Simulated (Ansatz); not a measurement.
**BSiHO (triplet): the correlation ladder, def2-TZVPP**

An exercise on one series of results from a longer session: the logs are not shown, and one member is left open.

Computed with Ansatz 0.2.0, Gaussian basis. Level: def2-TZVPP, core rule «outside noble gas», up to 7 orbitals frozen.

The runs, in order: UHF; ROHF; CCSD(T) on UHF.

2 further runs of the same task are left out: 2 set aside as unsound or not needed.

## The geometry

The geometry is a PBE0/def2-TZVP stationary point (not a proven minimum).

4 atoms, charge 0, spin multiplicity 3.

Atoms are counted from 1 here; the program's logs count them from 0.

Bond lengths: O1–B2 1.283 Å, O1–Si3 1.900 Å, B2–Si3 2.089 Å, B2–H4 1.185 Å. Angles: B2–O1–Si3 79.4°, O1–B2–Si3 63.4°, O1–B2–H4 146.8°, Si3–B2–H4 149.8°, O1–Si3–B2 37.1°.

Set-up of the first run:

Input file in.yaml:

```yaml
crystal:
  periodic: [false, false, false]
  atoms:
    - {symbol: O, position_ang: [0.000000, -0.676845, 0.785054]}
    - {symbol: B, position_ang: [0.000000, 0.567200, 1.099112]}
    - {symbol: Si, position_ang: [0.000000, 0.118108, -0.941049]}
    - {symbol: H, position_ang: [0.000000, 1.369113, 1.971283]}
basis:
  gaussian: {orbitals: def2-TZVPP}
magnetization: {spin_polarized: true, initial_magnetization: 2}
hamiltonian: {xc: hf}
output: {orbitals: {seedname: orbitals}}
```

Command:

```sh
$ ansatz run in.yaml --threads 1 --pin off --events-out ev --progress --plain --max-ram 4096MiB --backend cpu
```

Steps of the session up to this table: UHF; ROHF; CCSD(T) on UHF.

One of the session's tables, all rows but one given; the rest of the session is left out.

| method | from UCCSD(T) (kcal/mol) |
| --- | --- |
| ROHF | +280.46 |
| UHF | +275.52 |
| UMP2 | +26.17 |
| UCCSD | ? |
| UCCSD(T) | 0 |

Estimate the missing values for UCCSD.

**Answer.** from UCCSD(T) (kcal/mol): +12.59. In the column «from UCCSD(T) (kcal/mol)» it lies between UCCSD(T) (0) and UMP2 (+26.17).

With the free atoms at the same levels and basis (separate runs), the atomisation energy is 13.730 eV at UCCSD(T), 10.222 eV at ROHF.
